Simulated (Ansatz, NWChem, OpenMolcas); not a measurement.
A correction line for PBE/cc-pVTZ: atomisation enthalpy at 298 K

The atomisation enthalpy at 298 K in kJ/mol of 8 N-containing molecules: x at PBE/cc-pVTZ, y from tabulated heats of molecules and atoms (Active Thermochemical Tables, NIST-JANAF tables). Shapes, held fixed at every level: PBE0-D4/def2-TZVP. Flexible molecules stand in one conformer, not always the lowest. Computed values hold a harmonic thermal term (PBE0-D4/def2-TZVP) and the atoms' spin-orbit lowering. Programs: Ansatz 0.2.0, NWChem 7.3.0, OpenMolcas 26.06. A level may come from different programs for different species; with the same settings they agree closely.

| molecule | x (kJ/mol) | y (kJ/mol) |
| --- | --- | --- |
| NClO (nitrosyl chloride) | 924 | 790 |
| N2O (nitrous oxide) | 1279 | 1112 |
| HCN (hydrogen cyanide) | 1330 | 1278 |
| NO2F (nitryl fluoride) | 1388 | 1159 |
| N2H4 (hydrazine) | 1770 | 1721 |
| HOCN (cyanic acid) | 1771 | 1671 |
| CH3N (methanimine) | 1804 | ? |
| C2N2 (bisisocyanide) | 1930 | 1766 |

**Question.** Fit y = c + s·x to the known rows and predict y for CH3N.

**Answer.** 
1. Means of the 7 rows: x = 1484.57, y = 1356.7.
2. Σ(Δx)² = 751636, Σ(Δx·Δy) = 775556, so the slope is 775556/751636 = 1.0318.
3. Intercept: 1356.7 − (1.0318) × 1484.57 = -175.1. The largest residual of the fit is 98.
4. CH3N: -175.1 + 1.0318 × 1804 = 1686 kJ/mol.

The tabulated heats give 1755 kJ/mol, so the prediction is off by -69 kJ/mol, within the largest residual. Uncorrected, PBE/cc-pVTZ misses CH3N by +49 kJ/mol, and the other rows by 128 on average. The line makes this one worse. Left out in turn, the other rows are missed by 69 kJ/mol on average. The heats of NO2F (nitryl fluoride) come from older tables and can be uncertain by 10 kJ/mol or more.
